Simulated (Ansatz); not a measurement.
# Property card for AlNi3

Computed with DFT PBEsol, scalar-relativistic, plane waves, PAW (Ansatz 0.2.0).

Plane waves to 420 eV, a k mesh through Γ of 12×12×10 on the computed 8-atom cell and Gaussian smearing (0.10 eV); collinear spin from starting moments 0 0 -0.2 -0.2 -0.2 -0.2 -0.2 -0.2 μB.

The structure is relaxed at this level of theory with its symmetry kept. Whether it is the stable form of this composition wasn't checked.

Space group P6_3/mmc (No. 194). a = 5.004 Å, b = 5.004 Å, c = 4.026 Å, α = 90.00°, β = 90.00°, γ = 120.00°
```
atom site symmetry x y z
  Al    2d      -6m2  0.6667  0.3333  0.2500
  Ni    6h mm2  0.3287  0.1644  0.7500
```

```json
{
 "Space group": "P6_3/mmc (No. 194)",
 "Volume per atom": "10.91 Å³",
 "Formation energy from the elements' standard states (uncorrected)": "-0.433 eV/atom",
 "Kohn–Sham band gap": "none (metal)",
 "Density of states at the Fermi level": "10.76 states/eV per cell",
 "Löwdin character within 0.5 eV of the Fermi level": "Ni 3d 88 %",
 "Bader charges (e)": "Al (2 in the cell) 1.92, Ni (6 in the cell) -0.64",
 "Total moment": "-1.02 μB per cell",
 "Site moments (μB; atoms counted from 1 over the whole cell)": "Ni (atom 3) -0.19, Ni (atom 4) -0.19, Ni (atom 5) -0.19, Ni (atom 6) -0.19, Ni (atom 7) -0.19, Ni (atom 8) -0.19"
}
```

Only this magnetic start was tried.

Cost: 1 run of about 5.9 core-minutes, on Intel Xeon Platinum 8488C (Sapphire Rapids) (shared hosts).